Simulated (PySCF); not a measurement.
Calculation: TPSSh-D3(BJ)/def2-TZVP // BP86-D3(BJ)/def2-SVP run with PySCF. Isolated molecules, 0 K electronic values unless said otherwise. 

Reference species (SMILES): `N` (neutral, multiplicity 1).

```
Quantity          Value
-------------  --------
HOMO–LUMO gap   7.58 eV
dipole moment    1.81 D
HOMO           -6.91 eV
```

After one change: the HOMO–LUMO gap goes up by 1.22 eV; the dipole moment rises by 2.18 D; the HOMO falls by 1.68 eV.

Question: What was changed between the two runs? The new species is one of these.
(A) `CO`
(B) `O`
(C) `CN(C)C`
(D) `CC#N`

Answer: D, `CC#N`
